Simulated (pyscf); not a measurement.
CH₄ (SMILES C) + H₃C–AlH–OH (SMILES [CH3][AlH][OH]) -> H₃C–AlH–CH₃ (SMILES [CH3][AlH][CH3]) + H₂O (SMILES O) (four-centre exchange; singlet surface; C–H, Al–O broken, Al–C, H–O formed). Optimised with ωB97X-D3(BJ)/def2-SVP in PySCF. Energies in eV from the separated reactants.

```tsv
level	barrier	reaction energy
ωB97X-D3(BJ)/def2-TZVP	[?]	[?]
PBE/def2-TZVP	1.28	+1.56
B3LYP-D3(BJ)/def2-TZVP	1.49	+1.65
PBE0-D3(BJ)/def2-TZVP	1.28	+1.54
ωB97M-D3(BJ)/def2-TZVP	[?]	+1.60
HF/def2-TZVP	2.21	+1.73
```

**Question.** What belongs in the gaps?

**Answer.** 
- ωB97X-D3(BJ)/def2-TZVP, barrier: 1.40
- ωB97X-D3(BJ)/def2-TZVP, reaction energy: +1.58
- ωB97M-D3(BJ)/def2-TZVP, barrier: 1.45

On the product side the descent ends in an adduct with a Al–O contact, 0.89 eV under the separated species and 0.71 eV under the saddle at ωB97X-D3(BJ)/def2-TZVP. At ωB97X-D3(BJ)/def2-TZVP, PBE, B3LYP-D3(BJ), PBE0-D3(BJ), ωB97M-D3(BJ) the saddle lies under the separated products, which points to a path from their complex (located at ωB97X-D3(BJ) alone), and parting the products costs more than the saddle. What is counted as broken (Al–O) persists as a longer contact in the product adduct; parting that adduct is a step of its own. At the saddle there is also a short Al–H contact that neither side keeps. One saddle was located; it need not be the lowest between these sides.
